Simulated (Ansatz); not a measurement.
# CHN (singlet): from Hartree-Fock to the top rungs at scale of all distances = 1.000, 6-31G

Aim: climb from Hartree-Fock through coupled cluster and multireference methods for CHN (singlet) at one geometry and basis, and see what each rung misses.

The runs use Ansatz 0.2.0, Gaussian basis; 6-31G, core rule «outside noble gas», up to 2 orbitals frozen.

To be run: UHF; CCSD(T) on RHF; BCCD(T) on RHF; CISD; CCSDT(Q) on RHF; CCSDTQ on RHF; CASSCF and MRCISD+Q, 2 electrons in 2 orbitals; CASSCF and NEVPT2, 2 electrons in 2 orbitals; CASSCF and MRCISD+Q, 10 electrons in 9 orbitals; CASSCF and MRCISD+Q(relaxed), 10 electrons in 9 orbitals; CASSCF and NEVPT2, 10 electrons in 9 orbitals; Full CI.

11 further runs of the same task are left out: 1 for a known fault of the program, 7 that didn't finish, 3 set aside as unsound or not needed.

**1. What is computed**

The geometry derives from a PBE0/def2-TZVP stationary point (not a proven minimum). All distances are scaled together.

3 atoms, charge 0, spin multiplicity 1.

Atoms are counted from 1 here; the program's logs count them from 0.

Bond lengths: N1–C2 1.146 Å, C2–H3 1.069 Å. Angles: N1–C2–H3 180.0°.

**2. UHF**

File in.yaml:

```yaml
crystal:
  periodic: [false, false, false]
  atoms:
    - {symbol: N, position_ang: [0.000000, 0.000000, 1.119979]}
    - {symbol: C, position_ang: [0.000000, 0.000000, -0.025627]}
    - {symbol: H, position_ang: [0.000000, 0.000000, -1.094352]}
basis:
  gaussian: {orbitals: 6-31G}
magnetization: {spin_polarized: true, initial_magnetization: 0}
hamiltonian: {xc: hf}
output: {orbitals: {seedname: orbitals}}
```

On the command line:

```sh
ansatz run in.yaml --threads 1 --pin off --events-out ev --progress --plain --max-ram 2393MiB
```

Further steps of the session: CCSD(T) on RHF; BCCD(T) on RHF; CISD; CCSDT(Q) on RHF; CCSDTQ on RHF; CASSCF and MRCISD+Q, 2 electrons in 2 orbitals; CASSCF and NEVPT2, 2 electrons in 2 orbitals; CASSCF and MRCISD+Q, 10 electrons in 9 orbitals; CASSCF and MRCISD+Q(relaxed), 10 electrons in 9 orbitals; CASSCF and NEVPT2, 10 electrons in 9 orbitals; Full CI.

**Question.** What will the summary of the whole plan be? Wanted: FCI below the RHF energy; RMP2 from FCI; RCCSD from FCI; RCCSD(T) from FCI; RCCSDT(Q) from FCI; NEVPT2 pair from FCI; MRCISD+Q pair from FCI; NEVPT2 valence from FCI; T1 diagnostic.

The runs gave:

```
                         quantity                                                                                       value
         FCI below the RHF energy                                                                                  -5.9947 eV
                    RMP2 from FCI                                                                                +27.4 kJ/mol
                   RCCSD from FCI                                                                                +21.6 kJ/mol
                RCCSD(T) from FCI                                                                                 +3.9 kJ/mol
               RCCSDT(Q) from FCI                                                                                 -0.1 kJ/mol
             NEVPT2 pair from FCI                                                                                +35.1 kJ/mol
           MRCISD+Q pair from FCI                                                                                +12.7 kJ/mol
          NEVPT2 valence from FCI                                                                                +39.1 kJ/mol
levels within 1 kcal/mol (43 meV)  RCCSD(T), BCCD(T), RCCSDT, RCCSDT(Q), RCCSDTQ, MRCISD+Q valence, MRCISD+Q(relaxed) valence
                    T1 diagnostic                                                                                       0.013
   effectively unpaired electrons                                                                                        0.10
```

**Reading.** RCCSD(T) misses by +3.9 kJ/mol, 0.7 % of the correlation energy. One determinant dominates. Of the multireference levels listed MRCISD+Q(relaxed) valence comes nearest in total energy (+0.3 kJ/mol), which doesn't show that its space is the better one. These misses are within one basis, not against nature.
